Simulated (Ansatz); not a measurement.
# BH3OSi (SMILES O=B[SiH3]): single points off equilibrium

One table from this session's results is given with a row withheld; the runs are named, their logs left out.

Method: single points in def2-TZVPP; program: Ansatz 0.2.0, Gaussian basis.

Correlated methods freeze the cores.

## The system as given

6 atoms, charge 0, spin multiplicity 1.

Atoms are counted from 1 here; the program's logs count them from 0.

Bond lengths: O1–B2 1.003 Å, B2–Si3 2.098 Å, Si3–H4 1.535 Å, Si3–H5 1.527 Å, Si3–H6 1.410 Å. Angles: O1–B2–Si3 172.8°, B2–Si3–H4 117.7°, B2–Si3–H5 109.7°, B2–Si3–H6 97.1°, H4–Si3–H5 121.4°, H4–Si3–H6 102.2°, H5–Si3–H6 104.1°.

As a file:

```tsv
atom	x (Å)	y (Å)	z (Å)
O1	1.3450	-1.7281	1.0883
B2	0.8231	-1.0760	0.5332
Si3	-0.3863	0.3606	-0.4028
H4	-1.7843	-0.0753	-0.8633
H5	0.4784	1.2870	-1.2548
H6	-0.6765	1.1221	0.7483
```

The first run:

Contents of run/in.yaml:

```yaml
crystal:
  periodic: [false, false, false]
  atoms:
    - {symbol: O, position_ang: [1.345000, -1.728100, 1.088300]}
    - {symbol: B, position_ang: [0.823100, -1.076000, 0.533200]}
    - {symbol: Si, position_ang: [-0.386300, 0.360600, -0.402800]}
    - {symbol: H, position_ang: [-1.784300, -0.075300, -0.863300]}
    - {symbol: H, position_ang: [0.478400, 1.287000, -1.254800]}
    - {symbol: H, position_ang: [-0.676500, 1.122100, 0.748300]}
basis:
  gaussian: {orbitals: def2-TZVPP}
correlation: {method: ccsd_t}
output: {forces: true}
```

No record of the launch command was kept for these runs.

Among the steps run: CCSD(T)/def2-TZVPP; PBE0-D4/def2-TZVPP; wB97M-V/def2-TZVPP; r2SCAN-D4/def2-TZVPP; PBE-D4/def2-TZVPP; CAM-B3LYP-D4/def2-TZVPP; HSE06-D4/def2-TZVPP.

One of the session's tables, all rows but one given; the rest of the session is left out.

| method | RMS force component (eV/Å) | angle to CCSD(T) forces (°) | dipole (D) |
| --- | --- | --- | --- |
| CCSD(T) | 12.208 | reference | 2.58 |
| PBE0-D4 | 11.777 | 0.3 | 2.62 |
| wB97M-V | 11.829 | 0.2 | 2.63 |
| r2SCAN-D4 | ? | ? | ? |
| PBE-D4 | 12.066 | 0.6 | 2.50 |
| CAM-B3LYP-D4 | 11.607 | 0.2 | 2.66 |
| HSE06-D4 | 11.790 | 0.3 | 2.61 |

**Question.** Estimate the row for r2SCAN-D4.

As computed: RMS force component (eV/Å): 11.903; angle to CCSD(T) forces (°): 0.3; dipole (D): 2.58. In the column «RMS force component (eV/Å)» it lies between wB97M-V (11.829) and PBE-D4 (12.066).
